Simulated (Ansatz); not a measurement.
Relaxation of C₃H₆N₂O (12 atoms, charge 0, multiplicity 1), to a largest force component of 0.015 eV/Å in at most 40 steps.

The calculation used RKS BLYP/STO-3G (Ansatz 0.2.0).

```xyz
12
Properties=species:S:1:pos:R:3
C -0.420 -1.039 0.994
N 0.420 -0.071 0.331
C 0.742 1.145 1.002
N 2.108 0.935 0.625
C 1.746 -0.222 0.186
O 2.405 -1.266 -0.328
H 0.085 -1.925 1.214
H -1.297 -1.216 0.350
H -0.825 -0.558 1.969
H 0.305 2.022 0.443
H 0.491 1.170 2.040
H 3.330 -1.050 -0.328
```

**Question.** Where does it end, and by what steps?

**Answer.** It converged. The force dipped under the threshold on the way, but the program's further checks kept it going. Limits of this set-up: minimal basis. After 17 steps the energy has fallen by 2.348 eV; H9 moved furthest, 0.91 Å. The start is strongly strained (largest force component 8 eV/Å).

| step | energy less start (eV) | largest force component (eV/Å) | accepted |
| --- | --- | --- | --- |
| 0 | 0.0000 | 8.297 | yes |
| 1 | -1.9397 | 2.549 | yes |
| 2 | -2.1936 | 0.739 | yes |
| 3 | -2.2271 | 0.448 | yes |
| 4 | -2.2544 | 0.281 | yes |
| 5 | -2.2641 | 0.305 | yes |
| 6 | -2.2801 | 0.594 | yes |
| 7 | -2.3013 | 0.207 | yes |
| 8 | -2.3258 | 0.204 | yes |
| 9 | -2.3118 | 0.589 | no |
| 10 | -2.3384 | 0.155 | yes |
| 11 | -2.3426 | 0.162 | yes |
| 12 | -2.3444 | 0.197 | yes |
| 13 | -2.3401 | 0.619 | no |
| 14 | -2.3470 | 0.026 | yes |
| 15 | -2.3465 | 0.117 | no |
| 16 | -2.3475 | 0.013 | yes |
| 17 | -2.3477 | 0.014 | yes |

```xyz
12
Properties=species:S:1:pos:R:3
C -0.479 -1.103 1.010
N 0.328 -0.106 0.146
C 0.642 1.281 0.844
N 2.200 1.021 0.691
C 1.817 -0.230 0.254
O 2.552 -1.357 -0.171
H -0.378 -2.109 0.549
H -1.547 -0.795 0.981
H -0.140 -1.149 2.073
H 0.261 2.153 0.258
H 0.306 1.333 1.909
H 3.530 -1.015 -0.048
```

Time of the run: 2.5 min on 1 CPU thread of a shared host.
